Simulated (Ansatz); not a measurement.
# C₄H₆S: up Jacob's ladder to CCSD(T)

One table from this session's results is given with a row withheld; the runs are named, their logs left out.

Computed with Ansatz 0.2.0, Gaussian basis. Level: functionals in def2-TZVPP, the program's frozen cores in correlated methods.

Plan: LDA (SPW92), PBE-D4, revPBE-D4, BLYP-D4, r2SCAN-D4, B97M-V, PBE0-D4, B3LYP-D4, r2SCANh-D4, r2SCAN0-D4, HSE06-D4, BHLYP-D4, CAM-B3LYP-D4, LC-ωPBE, ωB97X-V, ωB97M-V, B2PLYP, PBE-QIDH; CCSD(T)/def2-SVP; CCSD(T)/def2-TZVPP; MP2/def2-QZVPP; extrapolation to the limit; RPA on PBE.

## Structure used throughout

All runs share one geometry, relaxed beforehand with PBE0-D4 in a triple-zeta def2 set.

SMILES `C=C1CCS1`, 11 atoms, charge 0, spin multiplicity 1.

Atoms are counted from 1 here; the program's logs count them from 0.

Bond lengths: C1–C2 1.324 Å, C1–H6 1.083 Å, C1–H7 1.084 Å, C2–C3 1.508 Å, C2–S5 1.763 Å, C3–C4 1.540 Å, C3–H8 1.092 Å, C3–H9 1.092 Å, C4–S5 1.829 Å, C4–H10 1.089 Å, C4–H11 1.089 Å. Angles: C2–C1–H6 122.0°, C2–C1–H7 120.2°, H6–C1–H7 117.8°, C1–C2–C3 133.0°, C1–C2–S5 132.0°, C3–C2–S5 95.0°, C2–C3–C4 95.8°, C2–C3–H8 113.1°, C2–C3–H9 112.9°, C4–C3–H8 113.5°, C4–C3–H9 113.3°, H8–C3–H9 108.1°, C3–C4–S5 91.3°, C3–C4–H10 115.0°, C3–C4–H11 114.9°, S5–C4–H10 112.6°, S5–C4–H11 112.4°, H10–C4–H11 109.6° and more.

Geometry (Å):

```mol
C4H6S
  3D, bonds by distance, orders not assigned

 11 11  0  0  0  0  0  0  0  0999 V2000
   -0.5525    1.8010   -0.6472 C   0  0
   -0.1047    0.7213   -0.0260 C   0  0
   -0.0723   -0.7404   -0.3964 C   0  0
    0.5944   -1.2155    0.9080 C   0  0
    0.6675    0.4980    1.5432 S   0  0
   -0.4842    2.7871   -0.2048 H   0  0
   -1.0047    1.7175   -1.6288 H   0  0
   -1.0660   -1.1645   -0.5567 H   0  0
    0.5291   -0.9404   -1.2860 H   0  0
    1.5818   -1.6583    0.7861 H   0  0
   -0.0230   -1.8628    1.5293 H   0  0
  1  2  8  0
  2  3  8  0
  3  4  8  0
  4  5  8  0
  1  6  8  0
  1  7  8  0
  3  8  8  0
  3  9  8  0
  4 10  8  0
  4 11  8  0
  2  5  8  0
M  END
```

The first run:

Contents of in.yaml:

```yaml
crystal:
  periodic: [false, false, false]
  atoms:
    - {symbol: C, position_ang: [-0.552512, 1.800956, -0.647151]}
    - {symbol: C, position_ang: [-0.104722, 0.721329, -0.026012]}
    - {symbol: C, position_ang: [-0.072274, -0.740358, -0.396387]}
    - {symbol: C, position_ang: [0.594401, -1.215550, 0.907984]}
    - {symbol: S, position_ang: [0.667507, 0.497970, 1.543158]}
    - {symbol: H, position_ang: [-0.484228, 2.787051, -0.204759]}
    - {symbol: H, position_ang: [-1.004745, 1.717544, -1.628846]}
    - {symbol: H, position_ang: [-1.065973, -1.164464, -0.556725]}
    - {symbol: H, position_ang: [0.529104, -0.940421, -1.286007]}
    - {symbol: H, position_ang: [1.581810, -1.658304, 0.786093]}
    - {symbol: H, position_ang: [-0.022969, -1.862752, 1.529251]}
basis:
  gaussian: {orbitals: def2-TZVPP}
hamiltonian: {xc: lda}
output: {orbitals: {seedname: orbitals}}
```

On the command line:

```
$ ansatz run in.yaml --threads 4 --pin off --events-out ev --progress --plain --max-ram 10444MiB
```

Among the steps run: LDA; PBE-D4 (GGA); revPBE-D4 (GGA); BLYP-D4 (GGA); r2SCAN-D4 (meta-GGA); B97M-V (meta-GGA); PBE0-D4 (hybrid); B3LYP-D4 (hybrid); r2SCANh-D4 (hybrid); r2SCAN0-D4 (hybrid); HSE06-D4 (hybrid); BHLYP-D4 (hybrid); CAM-B3LYP-D4 (range-separated); LC-ωPBE (range-separated); ωB97X-V (range-separated); ωB97M-V (range-separated); B2PLYP (double hybrid); PBE-QIDH (double hybrid).

One table of the session follows, with a row left open; its other results are not shown here.

It belongs to the step «Orbital energies across the functionals». 

```
  functional  HOMO (eV)  gap (eV)
 LDA (SPW92)      -5.16      3.93
      PBE-D4      -5.02      4.01
   revPBE-D4      -4.97      4.05
     BLYP-D4      -4.87      3.97
   r2SCAN-D4      -5.21      4.44
      B97M-V      -5.25      4.52
     PBE0-D4      -6.09      6.11
    B3LYP-D4      -5.88      5.64
  r2SCANh-D4      -5.61      5.22
  r2SCAN0-D4          ?         ?
    HSE06-D4      -5.70      5.33
    BHLYP-D4      -7.03      8.08
CAM-B3LYP-D4      -7.35      8.48
     LC-ωPBE      -8.68     11.07
     ωB97X-V      -8.33     10.56
     ωB97M-V      -8.20     10.21
```

**Question.** Estimate the row for r2SCAN0-D4.

Worked estimate for «HOMO (eV)». Against the share of exact exchange, r2SCAN-D4 (0, -5.21), r2SCANh-D4 (0.1, -5.61) give a slope of -4.00 per unit share; at 0.25 the line stands at -6.21.

**Answer.** HOMO (eV): -6.21; gap (eV): 6.38. In «HOMO (eV)» the line misses by 0.00.
